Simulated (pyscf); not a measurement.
Thermochemistry of product channels of Cl⁻ (SMILES [Cl-]) + H₃C–Cl (SMILES CCl) on the singlet surface, in kcal/mol, from ωB97M-D3(BJ)/def2-TZVPD energies (ideal gas, 1 atm, RRHO with modes under 100 cm⁻¹ raised to 100, one conformer, R ln 2 for rigid chiral ones). Structures and frequencies: ωB97X-D3(BJ)/def2-SVPD in PySCF.

```tsv
products	ΔE	ΔH(298 K)	ΔG(900 K)	ΔG(1200 K)
HCl (SMILES Cl) + H₂C⁻–Cl (SMILES [CH2-]Cl)	+69.7	+65.0	+55.1	+51.6
Cl–Cl (SMILES ClCl) + CH₃⁻ (SMILES [CH3-])	+116.5	+112.2	+105.5	+103.2
Cl–CH⁻–Cl (SMILES Cl[CH-]Cl) + H₂ (SMILES [H][H])	+72.2	+65.2	+58.6	+55.7
```

These are energies of the channels, which say nothing of barriers.
